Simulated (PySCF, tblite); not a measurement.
**Na+ and ammonia**

A gas-phase complex of Na+ and ammonia; charge +1, singlet. The structure comes from a short search (6 tight-binding starts) and was relaxed by PBE0-D3(BJ)/def2-TZVPD; another way of binding may lie lower. Frequencies by PBE0-D3(BJ)/def2-TZVPD show no clear imaginary mode.

Parts: 1 = Na+ ([Na+]), atoms 1, charge +1; 2 = ammonia (N), atoms 2–5.

```csv
atom,part,x (Å),y (Å),z (Å)
Na1,1,-2.731,-1.140,-1.902
N2,2,-1.283,-2.030,-0.295
H3,2,-0.417,-2.390,-0.688
H4,2,-0.995,-1.361,0.414
H5,2,-1.684,-2.809,0.222
```

```tsv
contact	kind (by geometry)	distance (Å)	angle (°)
Na1···N2	ion contact	2.339	-
```

Interaction energies are complex less parts, with the parts frozen as they stand in it; counterpoise-corrected, in kcal/mol (PySCF).

(1) How strongly do the parts interact, level by level?

(2) What holds them together? Decompose the wB97M-D3(BJ)/def2-TZVPD energy: frozen parts, their antisymmetrised product, then relaxation.

The parts were also relaxed and run alone, at the levels used for the complex: shieldings by PBE0/pcSseg-2; core levels by delta-SCF with SCAN, pcX-2 on the ionised atom and pcseg-1 elsewhere, spin-free X2C.

Values alone: shielding of Na1 (ppm): 623.7; shielding of N2 (ppm): 263.7; Na1 1s core level (eV): 1088.42; N2 1s core level (eV): 405.54.

(3) How do these values change when the complex forms?

(4) What are the binding energy from relaxed parts (wB97M-D3(BJ)/def2-TZVPD), and ΔH and ΔG of association at 298.15 K and 1 atm?

Results:

(1) 
```json
{"level": "wB97M-D3(BJ)/def2-TZVPD", "interaction": "-28.68", "superposition error removed": "-0.22"}
{"level": "PBE0-D3(BJ)/def2-TZVPD", "interaction": "-29.05", "superposition error removed": "-0.20"}
```

(2) electrostatic -32.0, Pauli repulsion +12.0, orbital relaxation -8.2, dispersion correction -0.7 kcal/mol, which sum to the value before the counterpoise correction; the Pauli term holds the exchange-correlation of the frozen density too. Of the attraction, 78 % is electrostatic, 20 % is orbital relaxation, 2 % is dispersion correction.

(3) 
| property | alone | in the complex | change |
| --- | --- | --- | --- |
| shielding of Na1 (ppm) | 623.7 | 591.5 | -32.1 |
| shielding of N2 (ppm) | 263.7 | 262.3 | -1.4 |
| Na1 1s core level (eV) | 1088.42 | 1085.86 | -2.56 |
| N2 1s core level (eV) | 405.54 | 411.15 | +5.61 |

(4) -28.56 kcal/mol, -26.61 with zero-point energy; ΔH -27.5 and ΔG -20.7 kcal/mol, from harmonic vibrations by PBE0-D3(BJ)/def2-TZVPD with low modes damped.

The 5 runs behind this took 2.5 min in all, one thread each of Arm Neoverse N1 on a shared host, launched as `OMP_NUM_THREADS=1 python cluster_run.py task.json out`.
